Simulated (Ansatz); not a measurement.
Worked example: the barrier

An elementary step of C2H4N, doublet (C₂H₃N (CC#N) + H → C₂H₂N ([CH2][C][N]) + H₂; bonds formed: H1–H5; bonds broken: H1–C2). “Start” is the structure reached by relaxing down from the saddle towards the reactants; PBE0-D4/def2-TZVP structures. The saddle:

```xyz
7
angstrom
H -0.9115 0.5916 -0.2094
C 0.3335 0.3156 0.1108
C 0.4857 -1.0967 0.0613
N 0.5723 -2.2456 0.0109
H -1.8053 0.8400 -0.4361
H 0.4248 0.7412 1.1071
H 0.9004 0.8539 -0.6448
```

Computed with Ansatz 0.2.0 (basis: def2-TZVPP and def2-QZVPP); correlated methods freeze the cores; orbitals are unrestricted.

Energies in eV:

| quantity | saddle | start |
| --- | --- | --- |
| Hartree–Fock, triple zeta (X = 3) | -3603.93073 | -3604.91214 |
| Hartree–Fock, quadruple zeta (X = 4) | -3604.08779 | -3605.06884 |
| MP2 correlation, X = 3 | -14.04528 | -13.96171 |
| MP2 correlation, X = 4 | -14.95504 | -14.86851 |
| CCSD(T) correlation, X = 3 | -15.44945 | -15.03772 |

Work out the barrier at the basis limit: extrapolate Hartree–Fock as E(X) = E∞ + A exp(−7.88 √X) and the MP2 correlation as E(X) = E∞ + B X^−2.97 (the exponents that Neese and Valeev fitted for def2-TZVPP and QZVPP), then add CCSD(T) − MP2 in triple zeta.

Each step is linear, so take the differences first (saddle − start): Hartree–Fock 0.98141 (X = 3) and 0.98105 (X = 4); MP2 correlation -0.08357 and -0.08653; CCSD(T) correlation -0.41173.
Two points give E∞ = E(4) + w [E(4) − E(3)], with w = 1/(exp(7.88 (2 − √3)) − 1) = 0.1377 for Hartree–Fock and w = 1/((4/3)^2.97 − 1) = 0.7407 for the correlation.
Hartree–Fock: 0.98105 + 0.1377 × (-0.00036) = 0.9810 eV.
MP2 correlation: -0.08653 + 0.7407 × (-0.00296) = -0.0887 eV.
CCSD(T) − MP2: -0.41173 − (-0.08357) = -0.3282 eV.
Sum: 0.9810 + (-0.0887) + (-0.3282) = 0.5641 eV, or 13.01 kcal/mol. Plain CCSD(T) in triple zeta gives 0.5697 eV, so the larger basis shifts the result by -0.0056 eV.

No T1 diagnostic of these runs exceeds 0.034. ⟨S²⟩ of the unrestricted Hartree–Fock references: 0.75 to 0.94 (a pure state has 0.75). The unrestricted reference is spin-contaminated, which hurts MP2 most.

Labels in which every atom is bracketed show which atoms are joined, not bond orders.

For scale, one of the runs: CCSD(T)/def2-TZVPP, 149 basis functions, launched by `ansatz run in.yaml --threads 2 --pin off --events-out ev --progress --plain --max-ram 4352MiB`. The run took 45 s on 2 CPU threads of an Arm Neoverse V2 (shared host), with 2.3 GiB of host memory at its peak.
